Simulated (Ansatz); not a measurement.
The structure comes from a relaxation in the same program, started in the bcc type, and has space group Im-3m. Whether it is a known phase or the ground state wasn't checked.

Nb: DFT, PBE, all-electron LAPW, scalar-relativistic (Ansatz 0.2.0). What sets it apart from a plain run of this crystal: point nuclei.

```yaml
crystal:
  lattice:
    - [-1.6549121188, 1.6549121188, 1.6549121188]
    - [1.6549121188, -1.6549121188, 1.6549121188]
    - [1.6549121188, 1.6549121188, -1.6549121188]
  atoms:
    - { symbol: Nb, position: [0.0, 0.0, 0.0] }
kpoints:
  mp_grid: { grid: [16, 16, 16] }
scf:
  occupations: { method: fermi_dirac, width: 0.08 }
hamiltonian:
  xc: pbe
  pseudopotentials:
    kind: all_electron
    lapw: { basis_error: 0.001 }
    nuclear_model: point
output:
  forces: true
  stress: true
  eigenvalues: true
```

Output (standing set-up lines are left out):

```
Pseudopotential: Nb, LAPW, valence charge 29, Koelling and Harmon's equation, point nucleus
Basis set: ecut = 219.4572896394861 eV, 135 PW (Γ), exchange–correlation at level 2
SCF iter   1: F=—  HF=-103947.512542 eV  |F-HF|=—  |Δ(HF+E_count)|=         —  Δρ=4.17e-2  dr2=2.22e-1  ethr=7.61e-4  ⟨swp⟩=2.5  Hψ=16964  notcnv=0
preconditioner: auto → Kerker (q_TF=auto, 2.950 Å⁻¹)  [metal: Δε(μ)=0.026 eV  Ē_g=7.839 eV  σ=0.080 eV  W_gap=0.08  n_scr=12 (ndim 8)  ℏωp=19.5 eV  f_vac=0.000  D(μ)=1.42/eV (n_scr^D=12)]
SCF iter   2: F=—  HF=-103947.091897 eV  |F-HF|=—  |Δ(HF+E_count)|=   4.21e-1  Δρ=1.91e-2  dr2=5.45e-2  ethr=7.61e-4  ⟨swp⟩=2.1  Hψ=8536  notcnv=0
SCF iter   3: F=—  HF=-103947.072945 eV  |F-HF|=—  |Δ(HF+E_count)|=         —  Δρ=1.04e-2  dr2=1.92e-2  ethr=1.88e-4  ⟨swp⟩=2.0  Hψ=7628  notcnv=0
the basis was enlarged: its passes take 163.3 KiB over the memory plan, 1 of 1 planned eigensolver slots
SCF iter   4: F=—  HF=-103947.072689 eV  |F-HF|=—  |Δ(HF+E_count)|=   2.56e-4  Δρ=4.14e-3  dr2=3.72e-3  ethr=6.61e-5  ⟨swp⟩=2.0  Hψ=7727  notcnv=0
iter 5 solved again at ethr=8.49e-7 eV; its pass at ethr=1.28e-5 eV (dr2=2.46e-4 eV) is discarded
SCF iter   5: F=—  HF=-103947.073132 eV  |F-HF|=—  |Δ(HF+E_count)|=   4.43e-4  Δρ=1.11e-3  dr2=2.46e-4  ethr=8.49e-7  ⟨swp⟩=2.0  Hψ=13419  notcnv=0
SCF iter   6: F=—  HF=-103947.073132 eV  |F-HF|=—  |Δ(HF+E_count)|=   3.53e-7  Δρ=2.35e-4  dr2=5.70e-6  ethr=8.48e-7  ⟨swp⟩=2.0  Hψ=7942  notcnv=0
SCF iter   7: F=-103947.073133 eV  HF=-103947.073133 eV  |F-HF|=1.06e-8  |Δ(HF+E_count)|=   9.23e-7  Δρ=2.03e-5  dr2=3.03e-8  ethr=1.97e-8  ⟨swp⟩=2.0  Hψ=7942  notcnv=0
SCF 1 converged in 7 iterations: F = -103947.073133 eV  dr2 = 3.03e-8
SCF converged after 7 iterations
Free energy (F): -103947.073133 eV
Harris-Foulkes:  -103947.073133 eV  (|F-HF|=1.06e-8)
Internal energy: -103947.042173 eV  (E = F + TS)
E sigma→0 (E₀):  -103947.057653 eV
Entropy (-TS):   -0.030960 eV (-30.960 meV/atom)
Fermi energy:    19.797495 eV
--- Per-component energies (eV) ---
  E_band       = -3699.924369
  E_kinetic    = 107545.971950
  E_xc         = -3240.134945
  E_electrostatic = -208252.879177  (all electrons and nuclei)
  E_smearing   = -0.030960  (= −TS)
  E_closure    = 0.000000  (closes the sum)
  E_atoms      = -103936.886135  (free atoms, spherical and without spin; not in F)
  Σ components = -103947.073133   (vs F -103947.073133, Δ=0.00e0)
  Basis errors (estimates in eV, not in F): energy 2.4e-4 per atom: plane waves 1.9e-4 (9.9e-5 summed), levels above the bands 6.3e-52, relativity 3.4e-9, radial functions 5.1e-5, core shells 1.1e-7; eigenvalues (radial functions only) 2.7e-6; not estimated: angular momenta, meshes, grids; target (lapw.basis_error) 1.0e-3; muffin-tin radii Nb 1.433 Å
--- Forces (eV/Å), atoms counted from 1 ---
  atom   1  Nb    -0.00000000    -0.00000000     0.00000000
  max |Σ_I F_I| component: 4.36e-31 eV/Å
--- Stress (GPa, compression-positive) ---
       -0.007903       0.000000       0.000000
        0.000000      -0.007903       0.000000
        0.000000       0.000000      -0.007903
  P = ⅓ Tr σ = -0.0079 GPa (-0.079 kbar)
--- Band table (eV; the first three rows and the last of 145) ---
  k-point 0: bands = ["-322.6793", "-322.6793", "-322.6793", "-172.2688", "-172.2688", "-172.2539", "-172.2539", "-172.2539", "-34.5589", "-9.8826", "-9.8826", "-9.8826", "13.8846", "20.1520", "20.1520", "20.1520", "23.0403", "23.0403", "33.8984"]
  k-point 1: bands = ["-322.6793", "-322.6793", "-322.6793", "-172.2688", "-172.2688", "-172.2539", "-172.2539", "-172.2539", "-34.5499", "-9.9373", "-9.8992", "-9.8830", "14.0447", "20.0531", "20.1286", "20.3052", "22.8880", "23.0406", "34.0297"]
  k-point 2: bands = ["-322.6793", "-322.6793", "-322.6793", "-172.2688", "-172.2688", "-172.2539", "-172.2539", "-172.2539", "-34.5243", "-10.0910", "-9.9463", "-9.8843", "14.4978", "19.7854", "20.0246", "20.7574", "22.5917", "23.0512", "34.3309"]
  k-point 144: bands = ["-322.6793", "-322.6793", "-322.6793", "-172.2688", "-172.2688", "-172.2539", "-172.2539", "-172.2539", "-34.1500", "-10.7946", "-10.7946", "-10.7946", "16.0962", "16.0962", "25.3478", "25.3478", "25.3478", "28.7960", "28.7960"]
```

Spin polarisation is left out, and whether a magnetic state lies lower isn't shown here.
